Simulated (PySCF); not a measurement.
Species: H₂O.
SMILES: `O`

Method used: B3LYP/6-31++G** in PySCF (dipole) on a GFN2-xTB geometry, gas phase.

Take the most abundant isotopes and a rigid rotor. 

Q: What are A, B and C (GHz)?

A: Ia = 0.58, Ib = 1.20, Ic = 1.78 u·Å²; 505379 MHz·u·Å²/I gives 871841, 420472 and 283666 MHz, that is A = 871.84, B = 420.47, C = 283.67 GHz.

Q: Classify the top.

A: An asymmetric top. Ray's parameter κ = (2B − A − C)/(A − C) = -0.535; −1 is the prolate and +1 the oblate limit.

Q: Give the coordinates in the principal-axis frame, origin at the centre of mass.

A: The sense of each axis is arbitrary; atoms in the order of the calculation.
```json
{"atom": "O1", "mass (u)": "15.995", "a (Å)": "0.000", "b (Å)": "-0.064", "c (Å)": "0.000"}
{"atom": "H2", "mass (u)": "1.008", "a (Å)": "-0.772", "b (Å)": "0.505", "c (Å)": "0.000"}
{"atom": "H3", "mass (u)": "1.008", "a (Å)": "0.772", "b (Å)": "0.505", "c (Å)": "0.000"}
```

Q: Which lines would a microwave search look for?

A: The dipole components are |μa| = 0.00 D, |μb| = 2.16 D, |μc| = 0.00 D; the symmetry axis of this C2v structure is b, so μa and μc vanish by symmetry and there are no a-type or c-type lines. Some lines, for components of 0.1 D or more:

```csv
type,branch,"J(Ka,Kc)",MHz,lower level (cm⁻¹)
b,Q,"1(1,0) ← 1(0,1)",588175,23.488
b,Q,"2(1,1) ← 2(0,2)",751646,69.573
b,R,"2(0,2) ← 1(1,1)",930244,38.544
b,R,"1(1,1) ← 0(0,0)",1155507,0.000
b,Q,"2(2,0) ← 2(1,1)",1380769,94.645
b,R,"2(1,2) ← 1(0,1)",1722838,23.488
b,Q,"2(2,1) ← 2(1,2)",1764525,80.955
b,R,"2(2,1) ← 1(1,0)",2899188,43.107
b,R,"2(2,0) ← 1(1,1)",3062659,38.544
```

No GFN2-xTB frequencies stand behind this structure, so it isn't proved a minimum. Zero-point vibration and centrifugal distortion are left out.
